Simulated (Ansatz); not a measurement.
Job for Ansatz (a first-principles code): R-wB97M-V/def2-TZVPP on methylamine (SMILES CN), atoms moved off the minimum.

Ansatz 0.2 input:
```yaml
crystal:
  periodic: [false, false, false]
  atoms:
    - {symbol: C, position_ang: [-0.72161506, 0.08733846, 0.09034711]}
    - {symbol: N, position_ang: [0.76312147, -0.05724511, -0.20255683]}
    - {symbol: H, position_ang: [-1.28505359, -0.55493485, -0.43287963]}
    - {symbol: H, position_ang: [-1.03358845, 1.10979131, -0.20744517]}
    - {symbol: H, position_ang: [-1.02129166, -0.02819412, 1.19203393]}
    - {symbol: H, position_ang: [1.02805090, -1.04634713, 0.03112191]}
    - {symbol: H, position_ang: [1.29110288, 0.47995227, 0.36545255]}
basis:
  gaussian:
    orbitals: def2-TZVPP
hamiltonian:
  xc: {name: wB97M-V}
scf: {lower_state_search: off}
output: {forces: true}
```

The head of its log:

```
WARN ansatz: RAYON_NUM_THREADS=1 ignored (pool sized by the plan → 1); use --threads N
Functional definition: wB97M-V
these checks for a lower state are left out or cut short: stability, starts, cluster_reference, orbital_swaps, neighbouring_geometries, increment
integrals: 0.04 GiB planned
630 factors; their error is unknown
integrals: 0.07 GiB planned
174 factors; integrals over basis functions are off by at most 1.1e-5 eV
mean field: 0.48 GiB planned
mean field evaluation 1: about -2603.7902 eV, gradient 4.3e1 eV
mean field evaluation 2: about -2604.7476 eV, gradient 3.8e1 eV
```

Problem. Predict the final total energy.

Solution. -95.8253 hartree.
